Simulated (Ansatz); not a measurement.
CH₄FO (charge -1), closed shell: a nudged elastic band.

Input (in.yaml):

```yaml
crystal:
  periodic: [false, false, false]
  atoms:
    - {symbol: F, position_ang: [-1.251941, -0.917634, 1.629837]}
    - {symbol: C, position_ang: [-0.438611, -0.394852, 0.588450]}
    - {symbol: O, position_ang: [0.875588, 1.061076, -1.238551]}
    - {symbol: H, position_ang: [-1.063970, 0.088076, -0.156375]}
    - {symbol: H, position_ang: [0.110425, -1.218094, 0.136721]}
    - {symbol: H, position_ang: [0.254046, 0.334513, 0.997554]}
    - {symbol: H, position_ang: [1.514462, 1.047016, -1.957636]}
basis:
  gaussian: {orbitals: def2-SVPD}
total_charge: -1
hamiltonian: {xc: pbe0, dispersion: d4}
neb:
  images: 5
  climbing: true
  max_iterations: 40
  initial_path: idpp
  final_atoms:
    - {symbol: F, position_ang: [1.558014, -1.147125, 1.347497]}
    - {symbol: C, position_ang: [-0.562234, 0.325192, -0.326716]}
    - {symbol: O, position_ang: [0.776629, 0.095350, -0.527027]}
    - {symbol: H, position_ang: [-0.987498, 0.903460, -1.166358]}
    - {symbol: H, position_ang: [-1.162910, -0.603993, -0.247847]}
    - {symbol: H, position_ang: [-0.778000, 0.903012, 0.595223]}
    - {symbol: H, position_ang: [1.155998, -0.475797, 0.325227]}
```

Command:

```bash
ansatz run in.yaml --threads 2 --pin off --events-out ev --progress --plain --max-ram 4352MiB
```

Output of Ansatz 0.2.0:

```
Functional definition: PBE0
  name "PBE0"
  cite "Adamo & Barone, J. Chem. Phys. 110, 6158 (1999) doi:10.1063/1.478522"
  cite "Perdew, Burke & Ernzerhof, Phys. Rev. Lett. 77, 3865 (1996) doi:10.1103/PhysRevLett.77.3865"
  parent pbe
  parameter a = 0.25
  parameter kappa = 0.804
  parameter beta = 0.06672455060314922
  exchange = (1 - a)*pbe_x(kappa = kappa, mu = beta*pi^2/3) + a*exact_x
  correlation = pbe_c(beta = beta)
795 factors; their error is unknown
mean field evaluation 1: about -5851.2940 eV, gradient 4.5e1 eV
mean field evaluation 2: about -5780.2031 eV, gradient 1.4e2 eV
mean field evaluation 4: about -5855.2057 eV, gradient 8.3e0 eV
mean field evaluation 8: about -5855.3588 eV, gradient 2.0e-1 eV
mean field evaluation 16: about -5855.3781 eV, gradient 3.0e-5 eV
mean field -5855.37812063 eV, -215.1811770155 hartree, gradient 3.0e-5 eV, S^2 0.000000; 0 other end points of the search recorded, 0 dependent functions left out
the calculation of the forces begins
reference -5855.37815205 eV, -215.1811781701 hartree; 14, 14 occupied and 84, 84 virtual orbitals, 795 factors
795 factors; their error is unknown
mean field evaluation 32: about -5857.1791 eV, gradient 7.5e-5 eV
mean field -5857.17913879 eV, -215.2473632118 hartree, gradient 7.5e-5 eV, S^2 0.000000; 0 other end points of the search recorded, 0 dependent functions left out
the calculation of the forces begins
reference -5857.17916676 eV, -215.2473642398 hartree; 14, 14 occupied and 84, 84 virtual orbitals, 795 factors
WARN: NEB end point (image 0): max|allowed force component| = 1.882e-1 eV/Å (the criterion of neb.relax_end_points is 1.000e-2). That is over neb.f_tol: it is no minimum, so the barrier can be far off. Relax it first
WARN: NEB end point (image 6): max|allowed force component| = 2.414e-1 eV/Å (the criterion of neb.relax_end_points is 1.000e-2). That is over neb.f_tol: it is no minimum, so the barrier can be far off. Relax it first
795 factors; their error is unknown
mean field -5854.09568052 eV, -215.1340482106 hartree, gradient 3.9e-5 eV, S^2 0.000000; 0 other end points of the search recorded, 0 dependent functions left out
the calculation of the forces begins
reference -5854.09571211 eV, -215.1340493714 hartree; 14, 14 occupied and 84, 84 virtual orbitals, 795 factors
795 factors; their error is unknown
mean field evaluation 64: about -5852.5219 eV, gradient 6.7e-5 eV
mean field -5852.52185485 eV, -215.0762111840 hartree, gradient 1.1e-5 eV, S^2 0.000000; 0 other end points of the search recorded, 0 dependent functions left out
the calculation of the forces begins
reference -5852.52188482 eV, -215.0762122853 hartree; 14, 14 occupied and 84, 84 virtual orbitals, 795 factors
795 factors; their error is unknown
mean field -5853.08841441 eV, -215.0970318637 hartree, gradient 3.4e-5 eV, S^2 0.000000; 0 other end points of the search recorded, 0 dependent functions left out
the calculation of the forces begins
reference -5853.08844367 eV, -215.0970329391 hartree; 14, 14 occupied and 84, 84 virtual orbitals, 795 factors
795 factors; their error is unknown
mean field evaluation 96: about -5854.6364 eV, gradient 1.4e-5 eV
mean field -5854.63638474 eV, -215.1539187243 hartree, gradient 1.4e-5 eV, S^2 0.000000; 0 other end points of the search recorded, 0 dependent functions left out
the calculation of the forces begins
reference -5854.63641288 eV, -215.1539197582 hartree; 14, 14 occupied and 84, 84 virtual orbitals, 795 factors
795 factors; their error is unknown
mean field -5855.96263566 eV, -215.2026575464 hartree, gradient 1.9e-5 eV, S^2 0.000000; 0 other end points of the search recorded, 0 dependent functions left out
the calculation of the forces begins
reference -5855.96266316 eV, -215.2026585569 hartree; 14, 14 occupied and 84, 84 virtual orbitals, 795 factors
NEB iter   1: max|band force component| = 3.527e0 eV/Å  barrier→ = 2.8534 eV  barrier← = 4.6610 eV  Δτ_max = 0.2000 Å  (186 SCF iters)
NEB iter   2: max|band force component| = 2.876e0 eV/Å  barrier→ = 1.7380 eV  barrier← = 3.5457 eV  Δτ_max = 0.2000 Å  (181 SCF iters)
NEB iter   3: max|band force component| = 5.116e0 eV/Å  barrier→ = 0.8706 eV  barrier← = 2.6782 eV  Δτ_max = 0.0991 Å  (176 SCF iters)
NEB iter   4: max|band force component| = 2.240e0 eV/Å  barrier→ = 0.5545 eV  barrier← = 2.3621 eV  Δτ_max = 0.1934 Å  (156 SCF iters)
NEB iter   5: max|band force component| = 2.387e0 eV/Å  barrier→ = 0.0917 eV  barrier← = 1.8993 eV  Δτ_max = 0.2000 Å  (157 SCF iters)
NEB iter   6: max|band force component| = 1.598e0 eV/Å  barrier→ = 0.0579 eV  barrier← = 1.8656 eV  Δτ_max = 0.1982 Å  (158 SCF iters)
NEB iter   7: max|band force component| = 8.075e-1 eV/Å  barrier→ = 0.1195 eV  barrier← = 1.9271 eV  Δτ_max = 0.2000 Å  (157 SCF iters)
NEB iter   8: max|band force component| = 5.765e-1 eV/Å  barrier→ = 0.0608 eV  barrier← = 1.8684 eV  Δτ_max = 0.2000 Å  (158 SCF iters)
NEB iter   9: max|band force component| = 7.712e-1 eV/Å  barrier→ = 0.0669 eV  barrier← = 1.8745 eV  Δτ_max = 0.1023 Å  (146 SCF iters)
NEB iter  10: max|band force component| = 7.976e-1 eV/Å  barrier→ = 0.0563 eV  barrier← = 1.8639 eV  Δτ_max = 0.0503 Å  (146 SCF iters)
NEB iter  11: max|band force component| = 5.598e-1 eV/Å  barrier→ = 0.0542 eV  barrier← = 1.8618 eV  Δτ_max = 0.0502 Å  (147 SCF iters)
NEB iter  12: max|band force component| = 1.937e-1 eV/Å  barrier→ = 0.0518 eV  barrier← = 1.8594 eV  CI = image 1  Δτ_max = 0.0997 Å  (149 SCF iters)
NEB iter  13: max|band force component| = 1.649e-1 eV/Å  barrier→ = 0.0430 eV  barrier← = 1.8506 eV  CI = image 1  Δτ_max = 0.1010 Å  (147 SCF iters)
NEB iter  14: max|band force component| = 1.979e-1 eV/Å  barrier→ = 0.0349 eV  barrier← = 1.8425 eV  CI = image 1  Δτ_max = 0.0499 Å  (147 SCF iters)
NEB iter  15: max|band force component| = 1.629e-1 eV/Å  barrier→ = 0.0331 eV  barrier← = 1.8407 eV  CI = image 1  Δτ_max = 0.0991 Å  (151 SCF iters)
NEB iter  16: max|band force component| = 1.293e-1 eV/Å  barrier→ = 0.0246 eV  barrier← = 1.8322 eV  CI = image 1  Δτ_max = 0.1933 Å  (152 SCF iters)
NEB iter  17: max|band force component| = 1.306e-1 eV/Å  barrier→ = 0.0101 eV  barrier← = 1.8177 eV  CI = image 1  Δτ_max = 0.1981 Å  (156 SCF iters)
NEB iter  18: max|band force component| = 1.826e0 eV/Å  barrier→ = 0.0323 eV  barrier← = 1.8399 eV  CI = image 2  Δτ_max = 0.1010 Å  (152 SCF iters)
NEB iter  19: max|band force component| = 6.133e-1 eV/Å  barrier→ = 0.0021 eV  barrier← = 1.8097 eV  CI = image 1  Δτ_max = 0.1810 Å  (149 SCF iters)
NEB iter  20: max|band force component| = 2.710e-1 eV/Å  barrier→ = -0.0063 eV  barrier← = 1.8013 eV  CI = image 1  Δτ_max = 0.0848 Å  (153 SCF iters)
NEB iter  21: max|band force component| = 2.462e-1 eV/Å  barrier→ = -0.0053 eV  barrier← = 1.8023 eV  CI = image 1  Δτ_max = 0.0739 Å  (148 SCF iters)
NEB iter  22: max|band force component| = 1.951e-1 eV/Å  barrier→ = -0.0050 eV  barrier← = 1.8026 eV  CI = image 1  Δτ_max = 0.0503 Å  (149 SCF iters)
NEB iter  23: max|band force component| = 9.144e-2 eV/Å  barrier→ = -0.0054 eV  barrier← = 1.8023 eV  CI = image 1  Δτ_max = 0.0136 Å  (152 SCF iters)
NEB iter  24: max|band force component| = 6.982e-2 eV/Å  barrier→ = -0.0054 eV  barrier← = 1.8022 eV  CI = image 1  Δτ_max = 0.0160 Å  (131 SCF iters)
NEB iter  25: max|band force component| = 3.530e-2 eV/Å  barrier→ = -0.0054 eV  barrier← = 1.8022 eV  CI = image 1  CI's point: of a kind that is not told: the force calls were inconclusive, a negative curvature could not be distinguished from the path's own, the only one lies far off the path, or fixed occupations may fill a level only in part  an image goes back on the path  Δτ_max = 0.4494 Å  (1659 SCF iters)
NEB iter  26: max|band force component| = 1.890e0 eV/Å  barrier→ = 0.9617 eV  barrier← = 2.7693 eV  CI = image 1  Δτ_max = 0.2000 Å  (42 SCF iters)
NEB iter  27: max|band force component| = 1.811e0 eV/Å  barrier→ = 0.6368 eV  barrier← = 2.4444 eV  CI = image 1  Δτ_max = 0.2000 Å  (152 SCF iters)
NEB iter  28: max|band force component| = 9.127e-1 eV/Å  barrier→ = 0.4453 eV  barrier← = 2.2529 eV  CI = image 1  Δτ_max = 0.2000 Å  (154 SCF iters)
NEB iter  29: max|band force component| = 8.607e-1 eV/Å  barrier→ = 0.4019 eV  barrier← = 2.2095 eV  CI = image 1  Δτ_max = 0.0935 Å  (153 SCF iters)
NEB iter  30: max|band force component| = 3.199e-1 eV/Å  barrier→ = 0.3960 eV  barrier← = 2.2036 eV  CI = image 1  Δτ_max = 0.1509 Å  (150 SCF iters)
NEB iter  31: max|band force component| = 1.472e-1 eV/Å  barrier→ = 0.3942 eV  barrier← = 2.2018 eV  CI = image 1  Δτ_max = 0.0562 Å  (149 SCF iters)
NEB iter  32: max|band force component| = 9.310e-2 eV/Å  barrier→ = 0.3941 eV  barrier← = 2.2017 eV  CI = image 1  Δτ_max = 0.0158 Å  (152 SCF iters)
NEB iter  33: max|band force component| = 3.298e-2 eV/Å  barrier→ = 0.3938 eV  barrier← = 2.2014 eV  CI = image 1  CI's point: of a kind that is not told: the force calls were inconclusive, a negative curvature could not be distinguished from the path's own, the only one lies far off the path, or fixed occupations may fill a level only in part  Δτ_max = 0.0000 Å  (1297 SCF iters)
Total energy: -5855.03906967 eV, -215.1687171222 hartree
Atom 0 at    -1.085144    -1.026344     1.528962 Å, force    -0.002058    -0.008760    -0.005329 eV/Å
Atom 1 at    -0.279115    -0.169754     0.245115 Å, force    -0.002355     0.022105     0.003607 eV/Å
Atom 2 at     0.585326     0.840346    -1.255477 Å, force     0.009630     0.001626     0.005118 eV/Å
Atom 3 at    -1.196622     0.223161    -0.173786 Å, force     0.003012    -0.009398     0.003494 eV/Å
Atom 4 at     0.151908    -1.069815    -0.173588 Å, force    -0.003590    -0.006724     0.003095 eV/Å
Atom 5 at     0.290945     0.442117     0.932601 Å, force     0.000371     0.003870    -0.001133 eV/Å
Atom 6 at     1.532703     0.760390    -1.103827 Å, force    -0.005010    -0.002718    -0.008852 eV/Å
Dipole moment:     0.171571    -0.147661     0.224644 e Å

[the SCF lines of later steps are left out]
```

The lines “mean field evaluation” count trial sets of orbitals through the whole run, from several starts and some on an approximate energy, so they need not fall steadily or lie above the final value.

The run took about 7.6 min on 2 CPU threads of an AMD EPYC 7R43 (shared host).
